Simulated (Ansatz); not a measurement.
bcc Rb was calculated with LDA (plane waves, PAW; Ansatz, a quantum-chemistry and plane-wave program).

Run with plane-wave cutoff 520 eV, 14×14×14 k mesh, Fermi–Dirac smearing 0.05 eV, scalar-relativistic PAW data made under PBE.

Energies at three volumes about the minimum:

```json
[
 {"V (Å³/atom)": "76.155", "E − E_lowest (meV/atom)": "0.36"},
 {"V (Å³/atom)": "77.709", "E − E_lowest (meV/atom)": "0.00"},
 {"V (Å³/atom)": "79.263", "E − E_lowest (meV/atom)": "0.34"}
]
```

Problem. Fit a parabola by hand: where is the minimum, what lattice constant follows, and what is the bulk modulus?

Solution. Slopes: (0.00 − 0.36)/(77.709 − 76.155) = -0.232 and (0.34 − 0.00)/(79.263 − 77.709) = 0.219 meV/Å³. Curvature E″ = 2 × (0.219 − (-0.232))/(79.263 − 76.155) = 0.290 meV/Å⁶. From the middle of the first interval, the slope vanishes at V0 = 76.9320 − (-0.232)/0.290 = 77.732 Å³/atom. B = V0 E″ = 77.732 × 0.290 meV/Å³ × 0.1602 GPa per meV/Å³ = 3.61 GPa. With 2 atoms in the cube, a = (2 × 77.732)^(1/3) = 5.377 Å. The full Birch–Murnaghan fit to all volumes gives V0 = 77.704 Å³/atom and B0 = 3.6 GPa.

Measured, for comparison: bulk modulus 2.9 GPa (corrected for temperature and zero-point phonon effects, sources range from 2.9 to 3.6; as tabulated in Levämäki et al. (2014), arXiv:1402.3671); lattice constant a 5.576 Å (low-temperature or extrapolated to 0 K; zero-point anharmonic expansion removed; as tabulated in Csonka et al. (2009), arXiv:0903.4037). Computed less measured: bulk modulus +24 % (inside the range of the sources held).
